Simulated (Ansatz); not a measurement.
Basis-set extrapolation for C2H6N2O (`CNC(=N)O`) (PBE0-D4/def2-TZVP geometry, frozen core, Ansatz 0.2.0). Multiplicity 1, RHF reference.

|  | def2-TZVPP | def2-QZVPP |
| --- | --- | --- |
| HF | -263.100510 | -263.112996 |
| MP2 correlation | -0.982221 | -1.052649 |
| CCSD(T) correlation | -1.048911 | not run |

Energies in hartree. Use E(X) = E(∞) + A·exp(−7.88·√X) for Hartree–Fock and E(X) = E(∞) + B·X^(−2.97) for correlation, with X = 3 and 4, and add CCSD(T) minus MP2 of the smaller set to the MP2 limit.

Q: What is the CCSD(T) energy at the basis-set limit?

A: HF limit: -263.112996 + (-0.012486) × 0.13774 = -263.11472. MP2 limit: -1.052649 + (-0.070428) × 0.74074 = -1.10482. Higher-order term: -1.048911 − (-0.982221) = -0.06669. Total: -264.28623 hartree, 359.2 kJ/mol below CCSD(T)/def2-TZVPP.
